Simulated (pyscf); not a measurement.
H₂C=CH₂ + HF → H₂C=CH₂ + HF (four-centre exchange; singlet surface; C–H, F–H broken, C–H, F–H formed). Structures and frequencies: ωB97X-D3(BJ)/def2-SVP in PySCF. Correlated levels are frozen-core, on RHF or UHF. ΔMP2 is the change of the MP2 total energy from the triple- to the quadruple-zeta basis. Energies in kcal/mol from the separated reactants.

```csv
level,barrier,reaction energy
ωB97X-D3(BJ)/def2-TZVP,61.5,0.0
r²SCAN/def2-TZVP,54.9,0.0
PBE0-D3(BJ)/def2-TZVP,57.0,0.0
ωB97M-D3(BJ)/def2-TZVP,60.9,0.0
CCSD/def2-TZVPP,69.5,0.0
CCSD(T)/def2-TZVPP,___,0.0
CCSD(T)/def2-TZVPP + ΔMP2(QZVPP),___,0.0
```

### Question
Some entries are withheld; supply them.

### Answer

- CCSD(T)/def2-TZVPP, barrier: 65.7
- CCSD(T)/def2-TZVPP + ΔMP2(QZVPP), barrier: 65.4

Of the functionals in the table, ωB97X-D3(BJ) is closest to CCSD(T)/def2-TZVPP + ΔMP2(QZVPP) in the barrier (3.9 kcal/mol apart) and r²SCAN least close (10.5 kcal/mol); that level has limits of its own. On the reactant side the descent ends in a complex, 4.2 kcal/mol under the separated species and 65.7 kcal/mol under the saddle at ωB97X-D3(BJ)/def2-TZVP. On the product side the descent ends in a complex, 4.2 kcal/mol under the separated species and 65.6 kcal/mol under the saddle at ωB97X-D3(BJ)/def2-TZVP. The same reactants have a lower exit, to H₃C–CH₂–F (barrier +42.8 kcal/mol at ωB97M-D3(BJ), against +60.9 kcal/mol here). One saddle was located; it need not be the lowest between these sides. The CCSD(T) − MP2 part came from Ansatz, without density fitting, on the same reference.
